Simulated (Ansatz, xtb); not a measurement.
## Isomers of C4H9F in order of energy

4 gas-phase structures of C4H9F, found in a search over its isomers (lower ones may exist). Each was relaxed with GFN2-xTB; where two conformers were screened, the lower at r2SCAN-D4/def2-SVP is listed:

A. `CC[C@H](C)F`, a singlet
B. `CC(C)CF`, a singlet
C. `CC(C)(C)F`, a singlet
D. `CCCCF`, a singlet

Q: Make a reasoned guess at their ranking by r2SCAN-D4/def2-SVP single-point energy.

A: Calculated order at r2SCAN-D4/def2-SVP: C (0.0), A (4.3), B (7.9), D (9.6) kcal/mol.

Energies above the lowest of each column, in kcal/mol; the last columns are at PBE-D3(BJ)/def2-SVP geometries (a dash: not run or not comparable):

```tsv
structure	GFN2-xTB	HF/STO-3G	r2SCAN-D4/def2-SVP	PBE-D3(BJ)/def2-SVP	CCSD(T)/def2-SVP + ΔMP2/def2-TZVPP
C	0.0	0.0	0.0	0.0	0.0
A	3.3	2.2	4.3	3.3	4.5
B	4.6	4.7	7.9	6.8	–
D	5.6	4.8	9.6	7.9	–
```

Every level run on C puts it lowest or level with the lowest. Flexible structures stand in one conformer each, not always the lowest. Frequencies (PBE-D3(BJ)/def2-SVP) were run for A, C alone. ΔMP2 is the change of the MP2 energy from the smaller to the larger basis.

Over these structures GFN2-xTB departs from r2SCAN-D4/def2-SVP by 1.5 kcal/mol on average once a common shift is removed. A GFN2-xTB relaxation took about 0.05 s and the r2SCAN-D4/def2-SVP energy about 0.96 s on a shared host (Ansatz 0.2.0, xtb 6.7.1).
